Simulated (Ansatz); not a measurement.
As: from a trial structure to a relaxed crystal

All numbers below come from DFT r2SCAN, scalar-relativistic, plane waves, PAW in Ansatz. Cutoff 500 eV, Γ-centred k mesh, Gaussian smearing, no spin polarisation in the final step.

The start puts As on the beta-tin structure type (I4_1/amd, No. 141), at a guessed volume.

```xyz
2
Lattice="-2.6493 2.6493 1.4452 2.6493 -2.6493 1.4452 2.6493 2.6493 -1.4452" Properties=species:S:1:pos:R:3 pbc="T T T"
As    0.0000    0.0000    0.0000
As    0.0000    2.6493    0.7226
```

Cell and atoms relax at zero pressure; the relaxation can't lower the symmetry of the start.

Energies count from the standard state of As at the same level.

(1) Describe the relaxed structure.

(2) What are its volume, energy, density and gap?

Results:

(1) It keeps I4_1/amd (No. 141). The result has the beta-tin structure. Conventional cell: a = 5.336 Å, c = 2.798 Å. As is coordinated by 6 As at 2.76–2.80 Å.

```cif
data_structure
_symmetry_space_group_name_H-M 'I4_1/amd:1'
_symmetry_Int_Tables_number 141
_cell_length_a 5.3363
_cell_length_b 5.3363
_cell_length_c 2.7981
_cell_angle_alpha 90.000
_cell_angle_beta 90.000
_cell_angle_gamma 90.000
_cell_volume 79.68
loop_
_atom_site_label
_atom_site_type_symbol
_atom_site_symmetry_multiplicity
_atom_site_Wyckoff_symbol
_atom_site_fract_x
_atom_site_fract_y
_atom_site_fract_z
_atom_site_occupancy
As1 As 4 a 0.00000 0.00000 0.00000 1
```

(2) The volume per atom is 19.92 Å³, the density is 6.25 g/cm³ and the energy over the standard structure is 0.33 eV/atom. The gap on the 22×22×22 mesh is 0 eV (a metal).

The final run used a 22×22×22 mesh on its 2-atom cell and 0.10 eV smearing. The k mesh leaves about 4 meV/atom of noise in metals. A structure relaxed within its symmetry needn't be a true minimum. The steps took of the order of 3 core-minutes in all.